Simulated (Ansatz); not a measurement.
# AlCCl (triplet): the correlation ladder, cc-pVTZ

One table from this session's results is given with a row withheld; the runs are named, their logs left out.

The runs use Ansatz 0.2.0, Gaussian basis; cc-pVTZ, core rule «outside noble gas», up to 11 orbitals frozen.

The runs, in order: UHF; CCSD(T) on ROHF; CCSD(T) on UHF; BCCD(T) on ROHF; CCSDT(Q) on ROHF; CCSDT(Q) on UHF; CASSCF and NEVPT2, 14 electrons in 12 orbitals.

6 further runs of the same task are left out: 2 for a known fault of the program, 4 set aside as unsound or not needed.

### The system

The geometry is a PBE0/def2-TZVP stationary point (not a proven minimum) of the parent state, kept for this charge and spin.

3 atoms, charge 0, spin multiplicity 3.

Atoms are counted from 1 here; the program's logs count them from 0.

Bond lengths: C1–Al2 1.931 Å, Al2–Cl3 2.088 Å. Angles: C1–Al2–Cl3 180.0°.

Geometry (Å):

```
C     0.0000    0.0000   -1.9833
Al    0.0000    0.0000   -0.0525
Cl    0.0000    0.0000    2.0358
```

Set-up of the first run:

File in.yaml:

```yaml
crystal:
  periodic: [false, false, false]
  atoms:
    - {symbol: C, position_ang: [0.000000, 0.000000, -1.983300]}
    - {symbol: Al, position_ang: [0.000000, 0.000000, -0.052500]}
    - {symbol: Cl, position_ang: [0.000000, 0.000000, 2.035800]}
basis:
  gaussian: {orbitals: cc-pVTZ}
magnetization: {spin_polarized: true, initial_magnetization: 2}
hamiltonian: {xc: hf}
output: {orbitals: {seedname: orbitals}}
```

The run is started by

```console
$ ansatz run in.yaml --threads 1 --pin off --events-out ev --progress --plain --max-ram 4096MiB --backend cpu
```

Among the steps run: UHF; CCSD(T) on ROHF; CCSD(T) on UHF; BCCD(T) on ROHF; CCSDT(Q) on ROHF; CCSDT(Q) on UHF; CASSCF and NEVPT2, 14 electrons in 12 orbitals.

One table of the session follows, with a row left open; its other results are not shown here.

| method | from RCCSDT(Q) (kcal/mol) |
| --- | --- |
| ROHF | +261.28 |
| UHF | +256.84 |
| RMP2 | ? |
| UMP2 | +42.80 |
| RCCSD | +15.07 |
| UCCSD | +15.01 |
| RCCSD(T) | +2.15 |
| UCCSD(T) | +2.42 |
| BCCD(T) | +2.23 |
| RCCSDT | +0.90 |
| UCCSDT | +0.80 |
| RCCSDT(Q) | 0 |
| UCCSDT(Q) | -0.20 |
| CASSCF valence | +207.20 |
| NEVPT2 valence | +49.58 |

Estimate the missing values for RMP2.

The run gave: from RCCSDT(Q) (kcal/mol): +36.21. In the column «from RCCSDT(Q) (kcal/mol)» it lies between RCCSD (+15.07) and UMP2 (+42.80).

Among the levels timed on like hardware and quicker than the yardstick, those that no quicker one beats, quickest first: RCCSD(T) (7.5 s, +2.15 kcal/mol); UCCSDT(Q) (76 s, -0.20 kcal/mol).

Caveats from the session: Restricted and unrestricted rows rest on different reference determinants; where their highest levels disagree by more than a few hundredths of an eV, they describe different states and don't form one ladder.
